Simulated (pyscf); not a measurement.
H₂N–B(Cl)–Cl + silane (SiH₄) → silylamine (H₂N–SiH₃) + Cl–BH–Cl (four-centre exchange; singlet surface; B–N, H–Si broken, N–Si, B–H formed). Optimised with ωB97X-D3(BJ)/def2-SVP in PySCF. Energies in kcal/mol from the separated reactants.

| level | barrier | reaction energy |
|---|---|---|
| PBE/def2-TZVP | 21.4 | +21.0 |
| r²SCAN/def2-TZVP | 21.3 | +20.9 |
| B3LYP-D3(BJ)/def2-TZVP | ? | +20.6 |
| M06-2X/def2-TZVP | 21.1 | +19.5 |
| ωB97M-D3(BJ)/def2-TZVP | ? | ? |
| HF/def2-TZVP | 38.3 | +19.2 |

Fill in the missing entries.


- B3LYP-D3(BJ)/def2-TZVP, barrier: 23.3
- ωB97M-D3(BJ)/def2-TZVP, barrier: 21.9
- ωB97M-D3(BJ)/def2-TZVP, reaction energy: +20.5

The functionals in the table span 2.2 kcal/mol in this barrier, from M06-2X to B3LYP-D3(BJ). On the product side the descent ends in an adduct with a B–N contact (not fully relaxed), 25.8 kcal/mol under the separated species and 25.3 kcal/mol under the saddle at ωB97X-D3(BJ)/def2-TZVP. What is counted as broken (B–N) persists as a longer contact in the product adduct; parting that adduct is a step of its own. At ωB97X-D3(BJ)/def2-TZVP the barrier from the zero used here is 19.5 kcal/mol. One saddle was located; it need not be the lowest between these sides.
